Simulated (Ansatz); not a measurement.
CH$_{3}$F, charge +1, sextet, geometry from GFN2-xTB of the parent state (a state made from the parent by changing its charge; the spin is typed, not shown lowest); Ansatz (an electronic-structure program) with SVWN5/cc-pVTZ.

Here is a job for Ansatz.
Ansatz 0.2 input:
```yaml
crystal:
  periodic: [false, false, false]
  atoms:
    - {symbol: C, position_ang: [-0.57309101, 0.08399228, 0.11214081]}
    - {symbol: F, position_ang: [0.70399105, -0.11149350, -0.09491786]}
    - {symbol: H, position_ang: [-0.84497230, -0.07079984, 1.16789950]}
    - {symbol: H, position_ang: [-0.87922493, 1.08154650, -0.33862623]}
    - {symbol: H, position_ang: [-1.17317612, -0.51125881, -0.64785744]}
basis:
  gaussian:
    orbitals: cc-pVTZ
hamiltonian:
  xc: {name: SVWN5}
total_charge: 1
magnetization: {spin_polarized: true, initial_magnetization: 5}
```

Output, abridged:

```
Functional definition: SVWN5
490 factors; their error is unknown
mean field evaluation 1: about -3731.3790 eV, gradient 4.0e1 eV
mean field evaluation 2: about -3720.9245 eV, gradient 5.5e1 eV
mean field evaluation 4: about -3735.5276 eV, gradient 2.7e1 eV
mean field evaluation 8: about -3737.4836 eV, gradient 1.4e1 eV
mean field evaluation 16: about -3738.3542 eV, gradient 2.7e0 eV
mean field evaluation 32: about -3738.4148 eV, gradient 3.5e-5 eV
mean field evaluation 64: about -3738.3508 eV, gradient 6.1e-6 eV
mean field evaluation 96: about -3738.2441 eV, gradient 1.8e-3 eV
mean field evaluation 128: about -3738.3508 eV, gradient 1.0e-2 eV
mean field evaluation 160: about -3738.3902 eV, gradient 1.7e0 eV
mean field evaluation 192: about -3738.4089 eV, gradient 3.2e-1 eV
mean field -3738.41475525 eV, -137.3842082667 hartree, gradient 3.1e-6 eV, S^2 8.752243; 11 other end points of the search recorded, 0 dependent functions left out
reference -3738.41478025 eV, -137.3842091856 hartree; 11, 6 occupied and 91, 96 virtual orbitals, 490 factors
Total energy: -3738.41478025 eV, -137.3842091856 hartree
```
